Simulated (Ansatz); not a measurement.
## Ansatz (development build ahead of 0.2.0) run

```yaml
crystal:
  periodic: [false, false, false]
  atoms:
    - { symbol: Li, position_ang: [0.0, 0.0, 0.0] }
    - { symbol: H, position_ang: [2.0128, 0.0, 1.68894] }
    - { symbol: H, position_ang: [-2.47365, 0.0, 2.07564] }
basis:
  gaussian: { orbitals: "6-31G" }
total_charge: 1
hamiltonian:
  xc: hf
correlation:
  method: fci
  frozen_orbitals: { H: 0, Li: 0 }
```

The input is written out in the form of the current development build from the run's settings.

Results

- Converged: yes
- Total energy: -8.23596 hartree
- State: lowest singlet root, of any spatial symmetry
